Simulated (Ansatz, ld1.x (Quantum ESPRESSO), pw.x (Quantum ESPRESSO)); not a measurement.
# platinum (Pt): one change to the TM potential, in the atom and in the diamond crystal

* Element: platinum (Pt)
* Generator: ld1.x (Quantum ESPRESSO) 7.5
* Type: norm-conserving Troullier–Martins (Kleinman–Bylander form)
* Functional: PBEsol
* Relativity: scalar-relativistic
* Frozen core: [Xe] 4f14
* Valence charge: 10
* Reference configuration: 5d9 6s1 6p0
* Partial waves: 6p (bound, empty): rc 3.40 bohr; 5d (bound): rc 2.10 bohr; 6s (bound): rc 2.00 bohr
* Local potential: the s channel
* Core correction: a·sin(br)/r model core, default radius (core density twice the valence density)

Change: wave 5d (bound): rc 2.10 bohr becomes 5d (bound): rc 1.44 bohr.

Cutoffs, loose and tight: the cutoffs (Ry, on a coarse ladder) from which the occupation-weighted sum of valence levels, in a spherical-Bessel basis at the reference potential, stays within 10 and 1 mRy of its value at 400 Ry. They do not see the model core or the augmentation charge, which bear on the density cutoff. Test errors are all-electron minus pseudo excitation energies from the reference, over the configurations 5d9 6s0 6p0; 5d8 6s0 6p0; 5d7 6s0 6p0; 5d8 6s1 6p1; 5d8 6s1 6p0; 5d9 6s0.5 6p0; 5d9 6s0 6p1; variants that change the core or the reference have their own tests.

Crystal test: diamond Pt in pw.x 7.5, no spin, 8³ k-points, Fermi–Dirac smearing 0.01 Ry, cutoffs set for each file from its atomic test. The reference is all-electron LAPW (Ansatz 0.2.0) with the same functional, mesh and smearing; V0 and B0 come from Birch–Murnaghan fits to the pressures at five volumes. Errors are pseudo minus all-electron; Δ is the rms difference of the E(V) curves that follow from these fits, minima aligned, over ±6 % about the mean V0. Mesh and smearing are coarse, so the numbers serve the comparison and aren't converged zero-temperature values; the lattice is a test structure that the element need not adopt.

All-electron: a0 = 5.695 Å (V0 = 23.08 Å³/atom), B0 = 133.8 GPa.

**Question.** Does the change bring the crystal closer to the all-electron result?

**Answer.** The mean pressure error goes from +6.40 to +6.25 GPa, a small move against the size of the error.

| quantity | base | changed |
| --- | --- | --- |
| outcome (atom) | generated | generated |
| cutoff, loose (atom) | 40 Ry | 40 Ry |
| cutoff, tight (atom) | 60 Ry | 80 Ry |
| bound ghosts (atom) | none | none |
| largest test error (meV) (atom) | -359 | -360 |
| cutoffs in pw.x (Ry) | 75/300 | 100/400 |
| a0 (Å) | 5.782 | 5.779 |
| a0 error (%) | +1.54 | +1.48 |
| B0 error (%) | -9.8 | -8.3 |
| Δ (meV/atom) | 30.1 | 29.3 |
| mean pressure error (GPa) | +6.40 | +6.25 |

Base: The largest radius (3.40 bohr) exceeds half the bond length (2.33 bohr), so the spheres overlap, which is one possible source of error among others. This is a poor potential for the solid. Changed file: The largest radius (3.40 bohr) exceeds half the bond length (2.33 bohr), so the spheres overlap, which is one possible source of error among others. This is a poor potential for the solid. The atomic cutoffs weigh occupied waves only.
